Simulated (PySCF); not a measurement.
Molecule: CH$_{2}$Cl$_{2}$, net charge 1, doublet state. SMILES of the parent species: C(Cl)Cl
Coordinates optimised at B3LYP-D3(BJ)/def2-TZVP (Ansatz):
```
C
H 1 1.1111
H 1 1.1111 2 103.24
Cl 1 1.7240 2 108.34 3 114.74
Cl 1 1.7240 2 108.34 3 -114.74
```
Charge +1, spin multiplicity 2.

Dispersion corrections to the total energy (kcal/mol) from the dftd3 and dftd4 libraries through PySCF: D3(BJ) without and D4 with the three-body term, each with the damping fitted for the functional named.

| functional | D3(BJ) | D4 |
|---|---|---|
| PBE0 | -1.95 | -1.48 |
| CAM-B3LYP | (withheld) | -1.50 |
| PBE | -2.25 | -1.79 |
| HF | (withheld) | -6.84 |
| TPSSh | -2.62 | -2.18 |
| B2PLYP | (withheld) | -1.23 |
| HSE06 | -1.47 | -1.38 |

Problem. What belongs in the gaps?

Solution. 
- CAM-B3LYP, D3(BJ): -1.78
- HF, D3(BJ): -19.80
- B2PLYP, D3(BJ): -1.94
